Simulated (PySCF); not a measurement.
## Electric properties by functional and basis

C₃H₈O₂.
SMILES with atom numbers: `[CH3:1][O:2][CH2:3][O:4][CH3:5]` (hydrogens: H6, H7, H8 on C1; H9, H10 on C3; H11, H12, H13 on C5)

Cartesian coordinates in Å at the PBE0-D3(BJ)/def2-SVP level; atoms count from 1:
```xyz
13
C3H8O2 angstrom
C     -1.5512   -0.9804   -0.2868
O     -0.9707   -0.1354    0.6690
C     -0.3280    0.9664    0.1246
O      0.7971    0.6463   -0.6209
C      1.8462    0.1133    0.1413
H     -2.3275   -0.4528   -0.8750
H     -2.0250   -1.8141    0.2488
H     -0.8028   -1.3822   -0.9912
H     -0.0658    1.6116    0.9848
H     -0.9953    1.5172   -0.5656
H      2.2005    0.8357    0.9019
H      1.5478   -0.8129    0.6623
H      2.6746   -0.1126   -0.5436
```

PySCF, dipoles from the SCF density, polarisabilities from static response with core orbitals frozen. One conformer (not necessarily the lowest) at the PBE0-D3(BJ)/def2-SVP geometry, without solvent, vibrations or thermal averaging.

**Question.** Compare the levels for these properties.

**Answer.** 

| level | μ (D) | α (au) | error (%) | anisotropy (au) |
| --- | --- | --- | --- | --- |
| LDA/def2-SVPD | 0.276 | 52.42 | +0.9 | 11.40 |
| PBE/def2-SVPD | 0.261 | 51.72 | -0.5 | 11.14 |
| B3LYP/def2-SVPD | 0.248 | 49.73 | -4.3 | 10.28 |
| PBE0/def2-SVPD | 0.243 | 49.12 | -5.5 | 10.24 |
| BHandHLYP/def2-SVPD | 0.234 | 47.41 | -8.8 | 9.52 |
| CAM-B3LYP/def2-SVPD | 0.248 | 48.88 | -5.9 | 9.80 |
| wB97X-D/def2-SVPD | 0.248 | 48.66 | -6.4 | 9.67 |
| LC-wPBE/def2-SVPD | 0.242 | 47.64 | -8.3 | 9.42 |
| HF/def2-SVPD | 0.216 | 45.17 | -13.1 | 8.67 |
| PBE0/6-31G* | 0.303 | 39.73 | -23.5 | 9.66 |
| PBE0/6-31+G* | 0.301 | 45.13 | -13.2 | 9.69 |
| PBE0/def2-SVP | 0.280 | 40.60 | -21.9 | 10.01 |
| PBE0/aug-cc-pVDZ | 0.234 | 50.37 | -3.1 | 10.73 |
| PBE0/def2-TZVP | 0.259 | 46.95 | -9.6 | 10.60 |
| PBE0/def2-TZVPD | 0.235 | 50.24 | -3.3 | 10.61 |

Reference polarisability: 7.700 Å³ (measured, gas; NIST CCCBDB Release 22 (SRD 101), experimental polarizabilities). The anisotropy is √(½[(α1 − α2)² + (α2 − α3)² + (α3 − α1)²]). For the polarisability, the smallest error is 0.5% (PBE/def2-SVPD) and the largest 23.5% (PBE0/6-31G*). The dipole runs from 0.22 D (HF/def2-SVPD) to 0.30 D (PBE0/6-31G*). In one basis (def2-SVPD) the functionals order the polarisability from HF (lowest) to LDA (highest), a spread of 16%. With PBE0 the polarisability is 42.43 au without diffuse functions (mean of 6-31G*, def2-SVP and def2-TZVP) and 48.72 au with them (mean of 6-31+G*, def2-SVPD, aug-cc-pVDZ and def2-TZVPD). Measured values can belong to vibrating molecules and may average over conformers; the computed ones are for one fixed geometry.
